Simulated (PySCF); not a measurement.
Bonds broken one at a time in the series SiH2(OH)-X. Isolated molecules, 0 K electronic values unless said otherwise. One relaxed conformer stands for each flexible species; it need not be the lowest. Strings in code marks are SMILES.

Computed with B3LYP-D3(BJ)/def2-TZVP // PBE0-D4/def2-TZVP run with PySCF 2.14.0. B3LYP has the VWN-RPA correlation part, as in Gaussian. 

A: radical fragment (`[OH]`)
B: radical fragment (`O[SiH2][S]` (H–O–Si–S torsion 49°))
C: radical fragment (`Cl[SiH2]`)
D: radical fragment (`O[C]=O` (O–C–O–H torsion 0°))
E: radical fragment (`O=C(O)[SiH2]`)
F: radical fragment (`[CH2]C`)

**Question.** Pick the species with the highest highest occupied spin orbital.

**Answer.** F (-5.60 eV); next is C (-6.24 eV).
